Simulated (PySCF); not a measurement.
# TDDFT beside published excitation energies

Published values to compare with (the computed states carry no symmetry labels, so the two lists aren't matched line by line):

| state | E (eV) | f | kind of transition | source |
| --- | --- | --- | --- | --- |
| 1A''[F](n→π*) | 2.80 | 0.000 | vertical emission from the excited-state geometry | [1] |
| 3A(T1) | 3.12 |  | 0-0 transition | [2] |
| 1A(S1) | 3.49 |  | 0-0 transition | [2] |
| 3A2(n→π*) | 3.50 |  | band maximum or as reported | [3] |
| 3A2(n→π*) | 3.55 |  | vertical absorption | [4] |
| 3A2(n→π*) | 3.58 |  | vertical absorption | [1] |
| 1A2(n→π*) | 3.95 |  | vertical absorption | [4] |
| 1A2(n→π*) | 3.98 |  | vertical absorption | [1] |
| 1A2(n→π*) | 4.07 |  | band maximum or as reported | [3] |
| 3A1(π→π*) | 5.83 |  | vertical absorption | [4] |
| 3A1(π→π*) | 5.86 |  | band maximum or as reported | [3] |
| 3A1(π→π*) | 6.06 |  | vertical absorption | [1] |
| 3B2(n→3s) | 6.83 |  | band maximum or as reported | [3] |
| 3B2(n→3s) | 7.06 |  | vertical absorption | [1] |
| 1B2(n→3s) | 7.11 |  | band maximum or as reported | [3] |
| 1B2(n→3s) | 7.23 | 0.021 | vertical absorption | [1] |
| 3B2(n→3p) | 7.79 |  | band maximum or as reported | [3] |
| 3B2(n→3p) | 7.94 |  | vertical absorption | [1] |
| 3A1(n→3p) | 7.96 |  | band maximum or as reported | [3] |
| 1B2(n→3p) | 7.97 |  | band maximum or as reported | [3] |
| 3A1(n→3p) | 8.10 |  | vertical absorption | [1] |
| 1B2(n→3p) | 8.13 | 0.037 | vertical absorption | [1] |
| 1A1(n→3p) | 8.14 |  | band maximum or as reported | [3] |
| 1A1(n→3p) | 8.23 | 0.052 | vertical absorption | [1] |
| 1A2(n→3p) | 8.37 |  | band maximum or as reported | [3] |
| 3B1(n.d.) | 8.42 |  | vertical absorption | [1] |
| 1A2(n→3p) | 8.67 |  | vertical absorption | [1] |
| 1B1(σ→π*) | 9.19 |  | vertical absorption | [4] |

[1] computed, theoretical best estimate (aug-cc-pVTZ, frozen core, CC3 geometry), gas; Veril, Scemama, Caffarel, Lipparini, Boggio-Pasqua, Jacquemin, Loos, WIREs Comput. Mol. Sci. 2021, 11, e1517 (QUESTDB)
[2] measured, gas; Analytical gradients for NEO-TDDFT (2021), arXiv:2105.05191, experiment column
[3] measured, gas; Loos, Scemama, Blondel, Garniron, Caffarel, Jacquemin (2018), arXiv:1807.02045, literature column
[4] computed, CC3/TZVP, gas; arXiv:2401.06101 (2024), CC3 reference column of Thiel's set

Species: formaldehyde, CH₂O.
Atom-mapped SMILES: `[CH2:1]=[O:2]` (hydrogens: H3, H4 on C1)

Method used: PySCF 2.14.0, density-fitted response routines, TDDFT wB97X-D/def2-SVPD, vertical, gas phase, core orbitals frozen in the response. Geometry: GFN2-xTB; no solvent, vibrations or thermal averaging.

Computed singlets: 4.09 eV (f 0.000); 7.71 eV (f 0.029); 9.20 eV (f 0.069); 9.26 eV (f 0.116); 9.37 eV (f 0.000); 9.80 eV (f 0.000); 9.85 eV (f 0.104); 10.38 eV (f 0.000). Computed triplets (Tamm–Dancoff): 3.48, 6.22, 7.56 eV.

Q: How does the lowest computed singlet compare with the best estimate listed for the lowest singlet (vertical absorption)?

A: 4.09 eV against 3.98 eV for 1A2(n→π*) [1]: a difference of +0.11 eV. Geometry and basis of the two calculations needn't be the same.

Q: How does the lowest computed triplet compare with the best estimate listed for the lowest triplet (vertical absorption)?

A: 3.48 eV against 3.58 eV for 3A2(n→π*) [1]: a difference of -0.10 eV. Geometry and basis of the two calculations needn't be the same.

[F] marks fluorescence, computed at the excited state's geometry. n.d. means that the source names no orbital transition; it classes the state at 8.42 eV as Rydberg.

Adiabatic (Te) and 0-0 energies refer to the relaxed excited state and aren't the vertical quantity computed here.

A measured band maximum holds vibronic effects and, in solution, solvent shifts, so it needn't equal the vertical energy.

Time: 1.3 s of wall time. Hardware: one thread, Arm Neoverse V2 (shared host).
